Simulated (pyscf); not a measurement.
`[BH2][OH]` + `[H]` [doublet] → `[BH2][O]` [doublet] + `[H][H]` (hydrogen abstraction; doublet surface; H–O broken, H–H formed). Structures and frequencies: ωB97X-D3(BJ)/def2-SVP in PySCF. Rate constants from transition-state theory, ωB97M-D3(BJ)/def2-TZVP energies (ideal gas, 1 atm, RRHO with modes under 100 cm⁻¹ raised to 100, one conformer, R ln 2 for chiral ones without a mode under 150 cm⁻¹; no tunnelling), k in cm³ molecule⁻¹ s⁻¹.

```
T (K)  1000/T  log10 k
-----  ------  -------
298     3.354   -18.92
600     1.667   -14.72
900     1.111        ?
1200    0.833   -12.39
```

Problem. Fit an Arrhenius line to the three values, give the activation energy, and predict k at 900 K.

Solution. Least squares gives log10 k = -10.32 − 2.58 × 1000/T, so Ea = 2.58 × ln 10 × 1.987 = 11.8 kcal/mol, against an electronic barrier of 13.0. At 900 K the line gives -13.19; the computed value is -13.21 (ΔG‡ = 31.2 kcal/mol), close to the line. This is the saddle that the search found; another between the same sides may lie lower. The angle at the transferred H is 170°.
